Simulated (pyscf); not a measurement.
# Hydrogen abstraction: SiH₄ (SMILES [SiH4]) + CH₃• (SMILES [CH3]) -> SiH₃• (SMILES [SiH3]) + CH₄ (SMILES C)

Gas phase, doublet surface, charge 0. Bonds broken: Si1–H2. Bonds formed: H2–C6. PySCF, gas phase, ωB97X-D3(BJ)/def2-SVP geometries. MP2 and CC: frozen core, UHF for open shells. ΔMP2 is the change of the MP2 total energy from the triple- to the quadruple-zeta basis.

Transition state (Å):

```xyz
9

Si     0.1518     0.5530    -0.9397
H     -0.3944     0.2019     0.5322
H      1.1799     1.6328    -0.8522
H     -0.9753     1.0174    -1.8027
H      0.7680    -0.6629    -1.5497
C     -0.9262    -0.1554     1.9962
H     -1.6752    -0.9253     1.7818
H     -0.0127    -0.5019     2.4914
H     -1.3164     0.8106     2.3341
```

One imaginary mode, 987i cm⁻¹; descent along it reached the two sides named.

```csv
bond,change,reactant side (Å),saddle,product side
Si1–H2,breaks,1.490,1.609,3.3
H2–C6,forms,2.9,1.598,1.100
```

Electronic energies relative to the separated reactants (eV):

```json
[
 {"level": "ωB97X-D3(BJ)/def2-TZVP", "barrier": "0.30", "reaction energy": "-0.66", "reverse barrier": "0.96"},
 {"level": "PBE/def2-TZVP", "barrier": "0.08", "reaction energy": "-0.82", "reverse barrier": "0.90"},
 {"level": "r²SCAN/def2-TZVP", "barrier": "0.24", "reaction energy": "-0.68", "reverse barrier": "0.92"},
 {"level": "B3LYP-D3(BJ)/def2-TZVP", "barrier": "0.23", "reaction energy": "-0.68", "reverse barrier": "0.91"},
 {"level": "PBE0-D3(BJ)/def2-TZVP", "barrier": "0.19", "reaction energy": "-0.76", "reverse barrier": "0.94"},
 {"level": "M06-2X/def2-TZVP", "barrier": "0.34", "reaction energy": "-0.79", "reverse barrier": "1.13"},
 {"level": "ωB97M-D3(BJ)/def2-TZVP", "barrier": "0.35", "reaction energy": "-0.67", "reverse barrier": "1.02"},
 {"level": "HF/def2-TZVP", "barrier": "0.89", "reaction energy": "-0.39", "reverse barrier": "1.28"},
 {"level": "MP2/def2-QZVPP", "barrier": "0.43", "reaction energy": "-0.76", "reverse barrier": "1.19"},
 {"level": "CCSD/def2-TZVPP", "barrier": "0.47", "reaction energy": "-0.65", "reverse barrier": "1.12"},
 {"level": "CCSD(T)/def2-TZVPP", "barrier": "0.41", "reaction energy": "-0.69", "reverse barrier": "1.09"},
 {"level": "CCSD(T)/def2-TZVPP + ΔMP2(QZVPP)", "barrier": "0.39", "reaction energy": "-0.68", "reverse barrier": "1.08"}
]
```

With CCSD(T)/def2-TZVPP + ΔMP2(QZVPP) energies and thermal terms (ideal gas, 1 atm, RRHO with modes under 100 cm⁻¹ raised to 100, one conformer, R ln 2 for rigid chiral ones), in eV:

| T (K) | ΔH‡ | ΔG‡ | ΔH | ΔG |
|---|---|---|---|---|
| 298 | 0.37 | 0.70 | -0.55 | -0.56 |
| 600 | 0.39 | 1.03 | -0.57 | -0.56 |
| 900 | 0.42 | 1.34 | -0.60 | -0.55 |
| 1200 | 0.46 | 1.64 | -0.61 | -0.53 |

One saddle was located; it need not be the lowest between these sides. The angle at the transferred H is 180°. The CCSD(T) − MP2 part came from Ansatz, without density fitting, on the same reference.
